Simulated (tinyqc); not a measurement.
Inside a calculation. Method: CIS on RHF in the sto-3g basis, frozen core, for H2O, spin multiplicity 1. Computed by tinyqc, a small Python program that keeps every step (integrals from PySCF). Settings: charge = 0, multiplicity = 1, basis = sto-3g, method = RHF, frozen orbitals = 1, energy threshold = 1e-10, iteration cap = 88, orthogonalisation = symmetric, start = core, DIIS depth = 6. Command: `OMP_NUM_THREADS=1 python tinyqc.py 22855 22856 out.jsonl` (the two numbers bound the seeds that draw the settings). One thread of a shared host (Intel(R) Xeon(R) Processor @ 2.60GHz), about 0.1 s of CPU time with the checks. The early iterations of the SCF are left out here.

## One-electron integrals

Geometry (angstrom):
```
atom         x          y         z
O     0.000000   0.000000  0.000000
H     0.000000   0.794000  0.550000
H     0.000000  -0.794000  0.550000
```

Basis sto-3g: exponents (1/bohr^2) and contraction coefficients of normalised primitives:
```
element  l (shell)    exponent  coefficient
O            s (1)  130.709320     0.154329
O            s (1)   23.808861     0.535328
O            s (1)    6.443608     0.444635
O            s (2)    5.033151    -0.099967
O            s (2)    1.169596     0.399513
O            s (2)    0.380389     0.700115
O            p (3)    5.033151     0.155916
O            p (3)    1.169596     0.607684
O            p (3)    0.380389     0.391957
H            s (1)    3.425251     0.154329
H            s (1)    0.623914     0.535328
H            s (1)    0.168855     0.444635
```

Overlap, kinetic and nuclear-attraction integrals over the contracted functions; the nuclear repulsion is the sum of Za Zb / Rab.

nuclear repulsion = 9.09910833 hartree

overlap S, lower triangle:
```
           1O 1s     1O 2s    1O 2px     1O 2py    1O 2pz     2H 1s     3H 1s
1O 1s   1.000000
1O 2s   0.236704  1.000000
1O 2px  0.000000  0.000000  1.000000
1O 2py  0.000000  0.000000  0.000000   1.000000
1O 2pz  0.000000  0.000000  0.000000   0.000000  1.000000
2H 1s   0.052876  0.469124  0.000000   0.320938  0.222312  1.000000
3H 1s   0.052876  0.469124  0.000000  -0.320938  0.222312  0.226034  1.000000
```

kinetic energy T (hartree), lower triangle:
```
            1O 1s     1O 2s    1O 2px     1O 2py    1O 2pz     2H 1s     3H 1s
1O 1s   29.003200
1O 2s   -0.168011  0.808128
1O 2px   0.000000  0.000000  2.528731
1O 2py   0.000000  0.000000  0.000000   2.528731
1O 2pz   0.000000  0.000000  0.000000   0.000000  2.528731
2H 1s   -0.003105  0.124476  0.000000   0.228225  0.158090  0.760032
3H 1s   -0.003105  0.124476  0.000000  -0.228225  0.158090  0.003175  0.760032
```

nuclear attraction V (hartree), lower triangle:
```
             1O 1s       1O 2s     1O 2px      1O 2py      1O 2pz      2H 1s      3H 1s
1O 1s   -61.714189
1O 2s    -7.442444  -10.133917
1O 2px    0.000000    0.000000  -9.979006
1O 2py    0.000000    0.000000   0.000000  -10.144551
1O 2pz   -0.017362   -0.204872   0.000000    0.000000  -10.058439
2H 1s    -1.710181   -3.804848   0.000000   -2.316185   -1.667043  -5.787859
3H 1s    -1.710181   -3.804848   0.000000    2.316185   -1.667043  -1.457098  -5.787859
```

core Hamiltonian H = T + V (hartree), lower triangle:
```
             1O 1s      1O 2s     1O 2px     1O 2py     1O 2pz      2H 1s      3H 1s
1O 1s   -32.710989
1O 2s    -7.610455  -9.325789
1O 2px    0.000000   0.000000  -7.450274
1O 2py    0.000000   0.000000   0.000000  -7.615820
1O 2pz   -0.017362  -0.204872   0.000000   0.000000  -7.529708
2H 1s    -1.713286  -3.680373   0.000000  -2.087960  -1.508953  -5.027827
3H 1s    -1.713286  -3.680373   0.000000   2.087960  -1.508953  -1.453924  -5.027827
```

## Two-electron integrals

Functions are numbered as in S; the eight-fold symmetry (ij|kl) = (ji|kl) = (kl|ij) leaves the list below.

Two-electron integrals (ij|kl) in chemists' order, unique and non-zero (hartree):
```
(11|11) 4.785065    (21|11) 0.741380    (21|21) 0.136873    (22|11) 1.118947
(22|21) 0.256633    (22|22) 0.817206    (31|31) 0.024477    (32|31) 0.037809
(32|32) 0.180518    (33|11) 1.115814    (33|21) 0.256684    (33|22) 0.817023
(33|33) 0.880159    (41|41) 0.024477    (42|41) 0.037809    (42|42) 0.180518
(43|43) 0.047444    (44|11) 1.115814    (44|21) 0.256684    (44|22) 0.817023
(44|33) 0.785270    (44|44) 0.880159    (51|51) 0.024477    (52|51) 0.037809
(52|52) 0.180518    (53|53) 0.047444    (54|54) 0.047444    (55|11) 1.115814
(55|21) 0.256684    (55|22) 0.817023    (55|33) 0.785270    (55|44) 0.785270
(55|55) 0.880159    (61|11) 0.168245    (61|21) 0.030787    (61|22) 0.057315
(61|33) 0.057206    (61|41) 0.001165    (61|42) 0.002175    (61|44) 0.057432
(61|51) 0.000807    (61|52) 0.001507    (61|54) 0.000156    (61|55) 0.057315
(61|61) 0.007015    (62|11) 0.397637    (62|21) 0.092290    (62|22) 0.324015
(62|33) 0.318611    (62|41) 0.005677    (62|42) 0.042851    (62|44) 0.329361
(62|51) 0.003933    (62|52) 0.029682    (62|54) 0.007447    (62|55) 0.323769
(62|61) 0.021142    (62|62) 0.157295    (63|31) 0.009797    (63|32) 0.056519
(63|43) 0.008968    (63|53) 0.006212    (63|63) 0.022771    (64|11) 0.231257
(64|21) 0.054384    (64|22) 0.203920    (64|33) 0.194608    (64|41) 0.012738
(64|42) 0.082161    (64|44) 0.219150    (64|51) 0.002038    (64|52) 0.017763
(64|54) 0.010788    (64|55) 0.197777    (64|61) 0.013025    (64|62) 0.120243
(64|64) 0.113659    (65|11) 0.160190    (65|21) 0.037671    (65|22) 0.141254
(65|33) 0.134804    (65|41) 0.002038    (65|42) 0.017763    (65|44) 0.139379
(65|51) 0.011208    (65|52) 0.068823    (65|54) 0.012138    (65|55) 0.149424
(65|61) 0.009022    (65|62) 0.083292    (65|64) 0.062958    (65|65) 0.066382
(66|11) 0.527896    (66|21) 0.124517    (66|22) 0.500163    (66|33) 0.479806
(66|41) 0.010180    (66|42) 0.104905    (66|44) 0.520660    (66|51) 0.007052
(66|52) 0.072667    (66|54) 0.028299    (66|55) 0.499409    (66|61) 0.028801
(66|62) 0.301686    (66|64) 0.263432    (66|65) 0.182478    (66|66) 0.774606
(71|11) 0.168245    (71|21) 0.030787    (71|22) 0.057315    (71|33) 0.057206
(71|41) -0.001165   (71|42) -0.002175   (71|44) 0.057432    (71|51) 0.000807
(71|52) 0.001507    (71|54) -0.000156   (71|55) 0.057315    (71|61) 0.006898
(71|62) 0.020429    (71|64) 0.011477    (71|65) 0.008724    (71|66) 0.027471
(71|71) 0.007015    (72|11) 0.397637    (72|21) 0.092290    (72|22) 0.324015
(72|33) 0.318611    (72|41) -0.005677   (72|42) -0.042851   (72|44) 0.329361
(72|51) 0.003933    (72|52) 0.029682    (72|54) -0.007447   (72|55) 0.323769
(72|61) 0.020429    (72|62) 0.126817    (72|64) 0.066829    (72|65) 0.065226
(72|66) 0.199243    (72|71) 0.021142    (72|72) 0.157295    (73|31) 0.009797
(73|32) 0.056519    (73|43) -0.008968   (73|53) 0.006212    (73|63) 0.017722
(73|73) 0.022771    (74|11) -0.231257   (74|21) -0.054384   (74|22) -0.203920
(74|33) -0.194608   (74|41) 0.012738    (74|42) 0.082161    (74|44) -0.219150
(74|51) -0.002038   (74|52) -0.017763   (74|54) 0.010788    (74|55) -0.197777
(74|61) -0.011477   (74|62) -0.066829   (74|64) -0.017989   (74|65) -0.033590
(74|66) -0.092867   (74|71) -0.013025   (74|72) -0.120243   (74|74) 0.113659
(75|11) 0.160190    (75|21) 0.037671    (75|22) 0.141254    (75|33) 0.134804
(75|41) -0.002038   (75|42) -0.017763   (75|44) 0.139379    (75|51) 0.011208
(75|52) 0.068823    (75|54) -0.012138   (75|55) 0.149424    (75|61) 0.008724
(75|62) 0.065226    (75|64) 0.033590    (75|65) 0.050752    (75|66) 0.112222
(75|71) 0.009022    (75|72) 0.083292    (75|74) -0.062958   (75|75) 0.066382
(76|11) 0.145926    (76|21) 0.034142    (76|22) 0.128966    (76|33) 0.126193
(76|44) 0.128970    (76|51) 0.002342    (76|52) 0.020579    (76|55) 0.131597
(76|61) 0.007727    (76|62) 0.060933    (76|64) 0.040224    (76|65) 0.036275
(76|66) 0.118228    (76|71) 0.007727    (76|72) 0.060933    (76|74) -0.040224
(76|75) 0.036275    (76|76) 0.028451    (77|11) 0.527896    (77|21) 0.124517
(77|22) 0.500163    (77|33) 0.479806    (77|41) -0.010180   (77|42) -0.104905
(77|44) 0.520660    (77|51) 0.007052    (77|52) 0.072667    (77|54) -0.028299
(77|55) 0.499409    (77|61) 0.027471    (77|62) 0.199243    (77|64) 0.092867
(77|65) 0.112222    (77|66) 0.328340    (77|71) 0.028801    (77|72) 0.301686
(77|74) -0.263432   (77|75) 0.182478    (77|76) 0.118228    (77|77) 0.774606
```

## Orthogonalisation

S = U s U^T; symmetric (Loewdin) form X = U s^(-1/2) U^T, so that X^T S X = 1.

eigenvalues of S: 0.349014  0.419248  0.890854  1.000000  1.086652  1.354718  1.899515

X, lower triangle:
```
            1O 1s      1O 2s    1O 2px     1O 2py     1O 2pz      2H 1s     3H 1s
1O 1s    1.024192
1O 2s   -0.143159   1.242707
1O 2px   0.000000   0.000000  1.000000
1O 2py   0.000000   0.000000  0.000000   1.119002
1O 2pz  -0.009461   0.102485  0.000000   0.000000   1.047575
2H 1s    0.022042  -0.293541  0.000000  -0.235095  -0.136719   1.203579
3H 1s    0.022042  -0.293541  0.000000   0.235095  -0.136719  -0.080998  1.203579
```

## Iteration 8 (converged): orbitals

converged F (hartree), lower triangle:
```
             1O 1s      1O 2s     1O 2px     1O 2py     1O 2pz      2H 1s      3H 1s
1O 1s   -20.224563
1O 2s    -5.161489  -2.437332
1O 2px    0.000000   0.000000  -0.385587
1O 2py    0.000000   0.000000   0.000000  -0.317259
1O 2pz   -0.028760  -0.115704   0.000000   0.000000  -0.339399
2H 1s    -1.170602  -1.006376   0.000000  -0.405953  -0.342064  -0.561253
3H 1s    -1.170602  -1.006376   0.000000   0.405953  -0.342064  -0.358543  -0.561253
```

Diagonalise F' = X^T F X, C = X C', fill 5 alpha and 5 beta electrons from the bottom; D = 2 C_occ C_occ^T. Each column has its largest component positive (the first on a tie).

F' = X^T F X (hartree), lower triangle:
```
            1          2          3          4          5          6         7
1  -19.844711
2   -2.695870  -1.219873
3    0.000000   0.000000  -0.385587
4    0.000000   0.000000   0.000000   0.007510
5   -0.053833   0.110990   0.000000   0.000000  -0.202207
6   -0.179273  -0.515902   0.000000  -0.483729  -0.314296   0.022660
7   -0.179273  -0.515902   0.000000   0.483729  -0.314296  -0.098157  0.022660
```

orbital energies (hartree): MO1 -20.233386, MO2 -1.256466, MO3 -0.622274, MO4 -0.437043, MO5 -0.385587, MO6 0.584607, MO7 0.750601

coefficients C:
```
              MO1        MO2        MO3        MO4       MO5        MO6        MO7
1O 1s    0.994136  -0.233542   0.000000   0.098811  0.000000  -0.133841   0.000000
1O 2s    0.026454   0.837656   0.000000  -0.515494  0.000000   0.882920   0.000000
1O 2px   0.000000   0.000000   0.000000   0.000000  1.000000   0.000000   0.000000
1O 2py   0.000000   0.000000   0.598074   0.000000  0.000000   0.000000   1.002503
1O 2pz   0.004061   0.120167   0.000000   0.793836  0.000000   0.707643   0.000000
2H 1s   -0.005911   0.159377   0.442252   0.274224  0.000000  -0.796746  -0.827498
3H 1s   -0.005911   0.159377  -0.442252   0.274224  0.000000  -0.796746   0.827498
```

D after iteration 8, lower triangle:
```
            1O 1s      1O 2s    1O 2px     1O 2py    1O 2pz      2H 1s     3H 1s
1O 1s    2.105222
1O 2s   -0.440531   1.936204
1O 2px   0.000000   0.000000  2.000000
1O 2py   0.000000   0.000000  0.000000   0.715386
1O 2pz   0.108825  -0.616904  0.000000   0.000000  1.289263
2H 1s   -0.032002  -0.016028  0.000000   0.528999  0.473634   0.592443
3H 1s   -0.032002  -0.016028  0.000000  -0.528999  0.473634  -0.189903  0.592443
```

## Convergence

Stop when the energy changes by less than 1e-10 hartree and every element of the error matrix X^T (F D S - S D F) X is below 3e-06.

Course of the cycle:
```
iteration   E (hartree)     change  largest element of the error matrix
1          -73.24580778          -                             7.01e-01
2          -74.94649097  -1.70e+00                             8.47e-02
3          -74.95960731  -1.31e-02                             2.33e-02
4          -74.96042158  -8.14e-04                             3.54e-03
5          -74.96046006  -3.85e-05                             7.42e-04
6          -74.96046177  -1.71e-06                             8.86e-05
7          -74.96046179  -1.86e-08                             3.10e-07
8          -74.96046179  -1.14e-13                             5.74e-09
```

PySCF RHF in the same basis = -74.96046179 hartree

Converged in 8 iterations.

## Integrals over molecular orbitals

(pq|rs) = sum C_ip C_jq C_kr C_ls (ij|kl), one index at a time.

one-electron integrals over orbitals h = C^T H C (hartree), lower triangle:
```
            1          2          3          4          5          6          7
1  -32.693315
2    0.560472  -7.654260
3    0.000000   0.000000  -6.331200
4   -0.223826   0.428435   0.000000  -6.995765
5    0.000000   0.000000   0.000000   0.000000  -7.450274
6    0.309356  -1.370497   0.000000  -1.064270   0.000000  -5.281476
7    0.000000   0.000000  -1.735144   0.000000   0.000000   0.000000  -5.620041
```

Two-electron integrals over orbitals (pq|rs), unique and non-zero (hartree); the lowest 1 orbital is frozen and left out:
```
(22|22) 0.725018    (32|32) 0.144409    (33|22) 0.640306    (33|33) 0.628492
(42|22) 0.001687    (42|33) 0.006850    (42|42) 0.125688    (43|32) 0.021482
(43|43) 0.046469    (44|22) 0.679798    (44|33) 0.596800    (44|42) -0.104917
(44|44) 0.786790    (52|52) 0.145147    (53|53) 0.028434    (54|52) -0.045054
(54|54) 0.054859    (55|22) 0.747786    (55|33) 0.625104    (55|42) -0.067028
(55|44) 0.731280    (55|55) 0.880159    (62|22) 0.140714    (62|33) 0.072158
(62|42) 0.022245    (62|44) 0.091194    (62|55) 0.158131    (62|62) 0.100399
(63|32) -0.044435   (63|43) -0.029733   (63|63) 0.075349    (64|22) 0.096480
(64|33) 0.042007    (64|42) -0.025002   (64|44) 0.118141    (64|55) 0.114398
(64|62) 0.062506    (64|64) 0.066207    (65|52) 0.059894    (65|54) -0.001534
(65|65) 0.038527    (66|22) 0.605893    (66|33) 0.567029    (66|42) 0.059538
(66|44) 0.544672    (66|55) 0.582705    (66|62) 0.092015    (66|64) 0.044175
(66|66) 0.590465    (72|32) 0.042467    (72|43) -0.032018   (72|63) 0.034641
(72|72) 0.062672    (73|22) 0.143413    (73|33) 0.091130    (73|42) -0.072567
(73|44) 0.163392    (73|55) 0.191944    (73|62) 0.077444    (73|64) 0.075976
(73|66) 0.037942    (73|73) 0.151049    (74|32) -0.074668   (74|43) 0.002434
(74|63) 0.045558    (74|72) -0.017320   (74|74) 0.066581    (75|53) 0.023826
(75|75) 0.024838    (76|32) 0.100670    (76|43) 0.048178    (76|63) -0.069188
(76|72) -0.007615   (76|74) -0.057144   (76|76) 0.118275    (77|22) 0.624637
(77|33) 0.608898    (77|42) -0.016198   (77|44) 0.610869    (77|55) 0.627719
(77|62) 0.069499    (77|64) 0.042592    (77|66) 0.562761    (77|73) 0.098892
(77|77) 0.620934
```

## CIS matrix, singlets

A(ia,jb) = (e_a - e_i) d_ij d_ab + 2 (ia|jb) - (ij|ab).

CIS matrix A, singlet (hartree), lower triangle:
```
          2>6        2>7       3>6       3>7       4>6       4>7       5>6       5>7
2>6  1.435977
2>7  0.000000   1.507774
3>6  0.000000  -0.031388  0.790550
3>7  0.054219   0.000000  0.000000  1.066074
4>6  0.065474   0.000000  0.000000  0.103774  0.609393
4>7  0.000000  -0.018442  0.042939  0.000000  0.000000  0.709938
5>6  0.000000   0.000000  0.000000  0.000000  0.000000  0.000000  0.464544
5>7  0.000000   0.000000  0.000000  0.000000  0.000000  0.000000  0.000000  0.558144
```

## CIS singlet states

dipole integrals <i|r|a> (bohr):
```
            x          y          z
2>6  0.000000   0.000000  -0.089057
2>7  0.000000  -0.148999   0.000000
3>6  0.000000  -0.885881   0.000000
3>7  0.000000   0.000000  -0.603814
4>6  0.000000   0.000000  -0.425515
4>7  0.000000  -0.662100   0.000000
5>6  0.078840   0.000000   0.000000
5>7  0.000000   0.000000   0.000000
```

Diagonalise A (1 hartree = 27.211386 eV); each vector has its largest component positive (the first on a tie). The transition dipole is mu = sqrt2 sum c_ia <i|r|a>.

singlet excitation energies (eV): 12.640873  15.187877  15.881873  18.811974  21.967026  29.288035  39.496777  41.079991

lowest vectors:
```
      state 1   state 2    state 3    state 4   state 5    state 6
2>6  0.000000  0.000000  -0.062136   0.000000  0.000000  -0.179977
2>7  0.000000  0.000000   0.000000   0.005532  0.051498   0.000000
3>6  0.000000  0.000000   0.000000  -0.395676  0.917282   0.000000
3>7  0.000000  0.000000  -0.203213   0.000000  0.000000   0.965285
4>6  0.000000  0.000000   0.977161   0.000000  0.000000   0.189299
4>7  0.000000  0.000000   0.000000   0.918373  0.394895   0.000000
5>6  1.000000  0.000000   0.000000   0.000000  0.000000   0.000000
5>7  0.000000  1.000000   0.000000   0.000000  0.000000   0.000000
```

oscillator strengths 2/3 w |mu|^2: 0.003850  0.000000  0.064350  0.061527  1.259510  0.601434

## CIS matrix, triplets

A(ia,jb) = (e_a - e_i) d_ij d_ab - (ij|ab).

CIS matrix A, triplet (hartree), lower triangle:
```
           2>6        2>7        3>6        3>7       4>6       4>7       5>6       5>7
2>6   1.235180
2>7   0.000000   1.382430
3>6   0.000000  -0.100670   0.639852
3>7  -0.100670   0.000000   0.000000   0.763976
4>6  -0.059538   0.000000   0.000000  -0.048178  0.476979
4>7   0.000000   0.016198  -0.048178   0.000000  0.000000  0.576775
5>6   0.000000   0.000000   0.000000   0.000000  0.000000  0.000000  0.387489
5>7   0.000000   0.000000   0.000000   0.000000  0.000000  0.000000  0.000000  0.508469
```

## CIS triplet states

Diagonalise A (1 hartree = 27.211386 eV); each vector has its largest component positive (the first on a tie).

triplet excitation energies (eV): 10.544125  12.560369  13.836139  14.945332  17.779257  20.563862  34.254841  37.999359

lowest vectors:
```
      state 1   state 2   state 3   state 4    state 5    state 6
2>6  0.000000  0.099763  0.000000  0.000000   0.000000   0.176802
2>7  0.000000  0.000000  0.000000  0.044534   0.128869   0.000000
3>6  0.000000  0.000000  0.000000  0.507082   0.851487   0.000000
3>7  0.000000  0.188859  0.000000  0.000000   0.000000   0.962833
4>6  0.000000  0.976923  0.000000  0.000000   0.000000  -0.204190
4>7  0.000000  0.000000  0.000000  0.860746  -0.508295   0.000000
5>6  1.000000  0.000000  0.000000  0.000000   0.000000   0.000000
5>7  0.000000  0.000000  1.000000  0.000000   0.000000   0.000000
```
